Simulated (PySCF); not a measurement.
Work out the structure from these simulated measurements.

Elements present: C, H and O. Monoisotopic mass: 84.0575 u.

| Property | Result |
| --- | --- |
| 13C NMR | chemical shifts (computed TMS as zero) by class: 215.7 (1 C), 33.4 (1 C), 22.2 (1 C), 14.4 (2 C) ppm [GIAO B97-2/pcSseg-2] |
| Rotational structure | rotational constants A, B, C: 7.268, 2.660, 2.322 GHz [PBE0-D3(BJ)/def2-TZVP] |
| Triplet | lowest triplet excitation (Tamm–Dancoff): 4.11 eV [TDA CAM-B3LYP/aug-cc-pVTZ] |
| UV, strongest line | among the 10 lowest singlet transitions: S4/S5 at 7.21 eV (172 nm, f = 0.111 summed over these states) [TDDFT CAM-B3LYP/aug-cc-pVTZ] |
| NMR, other nuclei | isotropic shieldings of nuclei other than C and H, by class: -254 (1 O) ppm [GIAO B97-2/pcSseg-2] |
| Dipole | 3.02 D [CAM-B3LYP/aug-cc-pVTZ] |
| 1H NMR | chemical shifts (computed TMS as zero) by class: 2.26 (3 H), 1.80 (1 H), 1.06 (2 H), 0.71 (2 H) ppm [GIAO B97-2/pcSseg-2] |
| UV, first state | lowest singlet excitation: 4.62 eV (268 nm, f = 0.000) [TDDFT CAM-B3LYP/aug-cc-pVTZ] |
| Polarisability | 61.8 au [CAM-B3LYP/aug-cc-pVTZ] |

Electronic properties: PySCF, gas phase, density fitting. Levels stand in brackets. One conformer (not necessarily the lowest) at the PBE0-D3(BJ)/def2-TZVP geometry, without solvent, vibrations or thermal averaging. NMR classes are plain means over equivalent atoms (diastereotopic ones count apart unless rotation or inversion swaps them), as if these changed places fast.

Task: Which formula fits the mass and the elements?

Result: C5H8O (calculated 84.0575). No other formula that holds each of these elements comes within 0.0003 u with a fitting electron parity and a possible valence count.

Task: What is the compound? Reason from the data.

Result: Numbering: `[CH3:1][C:2](=[O:3])[CH:4]1[CH2:5][CH2:6]1`. Its formula, C5H8O, gives 2 degrees of unsaturation: 1 ring and 1 π bond in the structure found. 5 carbons fall into 4 classes; from least to most shielded: ketone carbonyl carbon [C2] (215.7 ppm), methyl carbon next to a carbonyl [C1] (33.4 ppm), sp3 carbon next to a carbonyl [C4] (22.2 ppm), three-membered-ring carbon [C5/C6] (14.4 ppm, 2 C). Hydrogen classes from least to most shielded: 3 H on a methyl carbon next to a carbonyl, C1 (2.26 ppm), 1 H on an sp3 carbon next to a carbonyl, C4 (1.80 ppm), 2 H on 2 three-membered-ring carbons, C5/C6 (1.06 ppm), 2 H on 2 three-membered-ring carbons, C5/C6 (0.71 ppm). The other shieldings belong to: -254 ppm, ketone oxygen [O3]. By its constants the optimised geometry is an asymmetric top. Structure: `CC(=O)C1CC1` (methyl cyclopropyl ketone). Computed isomers that give other values at the same levels: `O=C1CCCC1` (lowest singlet excitation: 4.32 eV (287 nm, f = 0.000)); `C#CC(C)(C)O` (rotational constant A: 4.839 GHz; this holds for the one conformer computed); `C=CC(=O)CC` (13C chemical shifts (computed TMS as zero) by class: 205.0 (1 C), 140.9 (1 C), 136.6 (1 C), 41.8 (1 C), 9.7 (1 C) ppm). The assignments are read from this structure; whether some other isomer fits the data as well wasn't checked.

Conformer computed: `[CH3:1][C:2](=[O:3])[CH:4]1[CH2:5][CH2:6]1`: C1–C2–C4–C5 -142°.
